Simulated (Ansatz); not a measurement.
## How methods differ on AlH2F (SMILES [H][Al]([H])[F])

AlH2F: 4 atoms, total charge 0, spin state singlet. SMILES: `[H][Al]([H])[F]`. The shape comes from GFN2-xTB, which is rough for such elements, and wasn't checked as a minimum.

```xyz
4

Al    0.0196    0.0327    0.0009
H     1.5469   -0.0179    0.0141
H    -0.7390    1.3588   -0.0194
F    -0.8275   -1.3736    0.0044
```

Each level gives the energy change with the Al1–H2 bond stretched from 1.528 to 3.056 Å (eV). The values are calculated.

```json
{"level": "SVWN5/STO-3G (restricted)", "kind": "LDA", "program": "Ansatz", "value (eV)": "5.53", "less FCI/STO-3G": "+0.68", "CPU time (all runs)": "1.1 s"}
{"level": "revPBE/STO-3G (restricted)", "kind": "GGA", "program": "Ansatz", "value (eV)": "5.25", "less FCI/STO-3G": "+0.40", "CPU time (all runs)": "1.7 s"}
{"level": "r2SCAN/STO-3G (restricted)", "kind": "meta-GGA", "program": "Ansatz", "value (eV)": "5.72", "less FCI/STO-3G": "+0.87", "CPU time (all runs)": "3.8 s"}
{"level": "r2SCAN0/STO-3G (restricted)", "kind": "hybrid meta-GGA", "program": "Ansatz", "value (eV)": "6.33", "less FCI/STO-3G": "+1.48", "CPU time (all runs)": "3.9 s"}
{"level": "wB97X/STO-3G (restricted)", "kind": "range-separated hybrid", "program": "Ansatz", "value (eV)": "6.65", "less FCI/STO-3G": "+1.80", "CPU time (all runs)": "7 s"}
{"level": "BCCD(T)/STO-3G (restricted)", "kind": "coupled cluster or CI", "program": "Ansatz", "value (eV)": "4.84", "less FCI/STO-3G": "-0.01", "CPU time (all runs)": "0.28 s"}
{"level": "CCSDT/STO-3G (restricted)", "kind": "coupled cluster or CI", "program": "Ansatz", "value (eV)": "4.86", "less FCI/STO-3G": "+0.01", "CPU time (all runs)": "0.35 s"}
{"level": "FCI/STO-3G", "kind": "exact in the basis", "program": "Ansatz", "value (eV)": "4.85", "less FCI/STO-3G": "0.00", "CPU time (all runs)": "0.69 s"}
```

FCI/STO-3G is exact within its basis and frozen core, so for wave-function methods in that basis the difference is their error; functionals converge differently with the basis, so for them it is only a difference. The first shape isn't each level's own minimum. The values span 4.84 to 6.65 eV. All rows use very small basis sets, so even the best lies far from the true value. CPU times are rough (shared hosts, several kinds of processor): they show what a rung costs within a factor of a few.
